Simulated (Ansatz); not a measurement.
# What each rung costs, and what it gives

Saddle point of Si$_{2}$H$_{8}$O, singlet (SiH₄O ([OH][SiH3]) + SiH₄ → Si₂H₆ ([SiH3][SiH3]) + H₂O; bonds formed: Si1–Si7, O2–H6; bonds broken: Si1–O2, H6–Si7), PBE0-D4/def2-TZVP structure:

| atom | x (Å) | y (Å) | z (Å) |
| --- | --- | --- | --- |
| Si1 | -0.1609 | 0.7631 | -0.9810 |
| O2 | 0.0145 | 1.5321 | 0.6868 |
| H3 | 1.0647 | 0.2164 | -1.6077 |
| H4 | -1.4343 | 0.1108 | -1.3683 |
| H5 | -0.2763 | 2.1464 | -1.5577 |
| H6 | 0.2414 | 0.5843 | 1.0938 |
| Si7 | -0.0022 | -1.4705 | 0.6537 |
| H8 | 0.6217 | 2.2790 | 0.8212 |
| H9 | 1.0977 | -1.9697 | 1.5464 |
| H10 | 0.1119 | -2.2889 | -0.5942 |
| H11 | -1.2783 | -1.9030 | 1.3069 |

Barriers are electronic and count from the start structure reached by relaxing down the imaginary mode.

Ansatz 0.2.0; basis: as named in each row; cores frozen in the correlated methods. B3LYP uses VWN-RPA correlation. Extrapolation: Hartree–Fock as exp(−7.88 √X), correlation as X^−2.97.

Times are rough, for one single point on 4 threads of a shared host (Intel Xeon).

The estimate by CCSD(T) at an estimated basis limit (MP2 extrapolated from triple and quadruple zeta, plus CCSD(T) − MP2 in triple zeta) is 62.53 kcal/mol.

```tsv
method	basis	time (s)	barrier (kcal/mol)	method less estimate
HF	STO-3G	under 1	90.11	27.58
PBE-D4	STO-3G	under 1	46.65	-15.88
SPW92	def2-SVP	under 1	37.34	-25.19
PBE-D4	def2-SVP	1	46.10	-16.43
B3LYP-D4	6-31G	1	45.27	-17.27
PBE0-D4	def2-SVP	1	51.78	-10.76
SPW92	def2-TZVPP	2	41.07	-21.47
PBE-D4	def2-TZVPP	3	48.85	-13.68
BLYP-D4	def2-TZVPP	3	56.62	-5.91
CCSD(T)	def2-SVP	4	64.54	2.01
wB97M-V	def2-SVP	4	56.75	-5.78
B3LYP-D4	def2-TZVPP	5	60.42	-2.12
BHLYP-D4	def2-TZVPP	5	66.73	4.19
r2SCAN-D4	def2-TZVPP	6	55.98	-6.55
PBE0-D4	def2-TZVPP	6	54.23	-8.31
CAM-B3LYP-D4	def2-TZVPP	6	63.12	0.58
r2SCAN0-D4	def2-TZVPP	7	58.84	-3.69
RPA on PBE	def2-TZVPP	8	64.04	1.51
PBE-QIDH	def2-TZVPP	10	60.27	-2.27
B2PLYP	def2-TZVPP	10	63.46	0.93
B97M-V	def2-TZVPP	10	58.65	-3.88
wB97X-V	def2-TZVPP	11	62.27	-0.27
wB97M-V	def2-TZVPP	11	60.18	-2.35
MP2	def2-QZVPP	28	63.40	0.87
CCSD(T)	def2-TZVPP	68	62.92	0.39
```

All methods are single points on the PBE0-D4 structures.

The T1 diagnostic stays at or below 0.014.

Labels in which every atom is bracketed show which atoms are joined, not bond orders.
